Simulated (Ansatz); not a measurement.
`P[SiH2]Cl` and `[SiH3]P` differ in one atom or group.

Ansatz, PBE0-D4/def2-TZVP geometries, multiplicity 1. Each molecule was computed in one conformer, which needn't be the lowest.

| property | `P[SiH2]Cl` |
| --- | --- |
| size of the dipole moment (B3LYP/def2-TZVPP) / D | 1.55 |
| HOMO–LUMO gap (ωB97M-V/def2-TZVPP) / eV | 11.68 |
| ideal-gas entropy at 298 K and 1 bar (rigid rotor, harmonic PBE0-D4/def2-TZVP) / J/(mol·K) | 314 |
| HOMO–LUMO gap (PBE0/def2-TZVPP) / eV | 7.73 |
| vertical ionisation energy (CCSD(T)/CBS(def2)) / eV | 10.22 |
| zero-point energy (PBE0-D4/def2-TZVP) / kJ/mol | 95.5 |

Q: Give the same properties after the change, and the shifts. (Estimate.)

A: Computed: 
```json
{"property": "size of the dipole moment (B3LYP/def2-TZVPP) / D", "`[SiH3]P`": "0.60", "shift": "-0.95"}
{"property": "HOMO–LUMO gap (ωB97M-V/def2-TZVPP) / eV", "`[SiH3]P`": "11.65", "shift": "-0.03"}
{"property": "ideal-gas entropy at 298 K and 1 bar (rigid rotor, harmonic PBE0-D4/def2-TZVP) / J/(mol·K)", "`[SiH3]P`": "280", "shift": "-34"}
{"property": "HOMO–LUMO gap (PBE0/def2-TZVPP) / eV", "`[SiH3]P`": "7.92", "shift": "0.19"}
{"property": "vertical ionisation energy (CCSD(T)/CBS(def2)) / eV", "`[SiH3]P`": "10.00", "shift": "-0.22"}
{"property": "zero-point energy (PBE0-D4/def2-TZVP) / kJ/mol", "`[SiH3]P`": "110.3", "shift": "14.8"}
```

With PBE0 the HOMO rises by 0.24 eV and the LUMO rises by 0.44 eV, so the gap widens by about 0.20 eV. PBE moves the HOMO by 0.22 eV and ωB97M-V by 0.23 eV. Dipoles are sizes alone; their direction can turn.

B3LYP here is the variant with VWN-RPA as its local correlation; programs differ in this.
